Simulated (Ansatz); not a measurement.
The input, for Ansatz 0.2.0:

```yaml
crystal:
  periodic: [false, false, false]
  atoms:
    - {symbol: C, position_ang: [0.000000, 0.000000, 1.727200]}
    - {symbol: Si, position_ang: [0.000000, 0.000000, -0.108700]}
    - {symbol: O, position_ang: [0.000000, 0.000000, -1.618500]}
basis:
  gaussian: {orbitals: cc-pVDZ}
total_charge: 1
magnetization: {spin_polarized: true, initial_magnetization: 3}
hamiltonian: {xc: {name: B2PLYP}}
correlation: {electrons: outside_noble_gas}
```

```sh
$ ansatz run in.yaml --threads 1 --pin off --events-out ev --progress --plain --max-ram 2393MiB
```

Output:

```
447 factors; integrals over basis functions are off by at most 7.6e-4 eV
mean field evaluation 1: about -10920.3869 eV, gradient 6.0e1 eV
mean field evaluation 2: about -10920.5678 eV, gradient 6.0e1 eV
mean field evaluation 4: about -10932.3425 eV, gradient 2.0e1 eV
mean field evaluation 8: about -10936.3261 eV, gradient 4.6e-1 eV
mean field evaluation 16: about -10936.3791 eV, gradient 8.9e-3 eV
mean field evaluation 32: about -10852.5084 eV, gradient 6.7e1 eV
mean field -10936.37907755 eV, -401.9045181562 hartree, gradient 4.4e-6 eV, S^2 3.767079; 0 other end points of the search recorded, 0 dependent functions left out
7 core orbitals not correlated: weight in the atoms' cores, before any rotation towards them, 1.000 or more for the frozen orbitals, at most 0.000 for the correlated occupied ones
reference -10936.37919199 eV, -401.9045223615 hartree; 8, 5 occupied and 31, 34 virtual orbitals, 447 factors
second order -11.88689551 eV of doubles, -0.00000000 eV of singles
Total energy: -10939.58865378 eV, -402.0224679068 hartree
```

Ran on 1 thread of Arm Neoverse V2, shared host: 2.5 s wall, 0.11 GiB peak host memory.
